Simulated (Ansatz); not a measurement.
# One arrangement of a pair

The pair of H3O⁺ (SMILES [OH3+], atoms 1–4) and F2 (SMILES FF, atoms 5–6), both closed shells, in one local arrangement (a lower one may exist), relaxed at PBE0-D4/def2-TZVP:

O1  (0.135, 0.119, -0.966)
H2  (0.811, -0.449, -1.381)
H3  (-0.049, -0.108, -0.010)
H4  (-0.669, 0.202, -1.511)
F5  (0.103, 0.664, 2.295)
F6  (-0.331, -0.427, 1.572)
(Å)

Ansatz 0.2.0; basis: def2-TZVPPD, with def2-QZVPPD for the basis limit; cores frozen in the correlated methods. B3LYP uses VWN-RPA correlation. Extrapolation: Hartree–Fock as exp(−7.88 √X), correlation as X^−2.97. Interaction energies count from these two fragments, frozen as in the pair, with the counterpoise correction; negative means bound.

Problem. What is the interaction energy by CCSD(T) at an estimated basis limit (MP2 extrapolated from triple and quadruple zeta, plus CCSD(T) − MP2 in triple zeta)? (Judge from chemistry; the value comes from the calculation.)

Solution. By the calculation: -5.82 kcal/mol. Hartree–Fock alone gives -3.45 kcal/mol at the basis limit. It counts from the two fragments frozen as in the pair.

The same quantity by other methods in triple zeta, and each one's difference from that estimate:
| method | E_int (kcal/mol) | difference |
| --- | --- | --- |
| PBE-D4 | -7.16 | -1.35 |
| revPBE-D4 | -6.15 | -0.33 |
| BLYP-D4 | -6.64 | -0.82 |
| r2SCAN-D4 | -6.69 | -0.88 |
| B97M-V | -6.61 | -0.79 |
| PBE0-D4 | -6.40 | -0.58 |
| B3LYP-D4 | -6.36 | -0.54 |
| HSE06-D4 | -6.40 | -0.58 |
| wB97X-V | -6.00 | -0.18 |
| wB97M-V | -6.10 | -0.29 |
| B2PLYP | -5.78 | 0.04 |
| HF | -3.34 | 2.48 |
| MP2 | -5.20 | 0.61 |
| CCSD | -4.93 | 0.89 |
| CCSD(T) | -5.36 | 0.45 |
Differences are method less estimate.

Problem. Which atoms make the shortest contact between the fragments?

Solution. H3 and F6, 1.64 Å apart.

Energy to bend the free fragments (PBE0-D4 minima) into their shapes in the pair, CCSD(T)/def2-TZVPPD: H3O⁺ 0.34 kcal/mol; F2 -0.12 kcal/mol. This must be added to the interaction energy to get the binding energy from relaxed fragments.

Basis-set superposition shift (counterpoise-corrected less uncorrected): CCSD(T) 0.77; MP2 0.73; HF 0.10; PBE0-D4 0.09; wB97M-V 0.08 kcal/mol.

No T1 diagnostic of these runs exceeds 0.013. The restricted Hartree–Fock reference is unstable towards an unrestricted one at one or more of these structures.

For scale, one of the runs: CCSD(T)/def2-TZVPPD, 171 basis functions, launched by `ansatz run in.yaml --threads 2 --pin off --events-out ev --progress --plain --max-ram 5222MiB`. The run took 40 s on 2 CPU threads of an Arm Neoverse V1 (shared host), with 1.6 GiB of host memory at its peak.
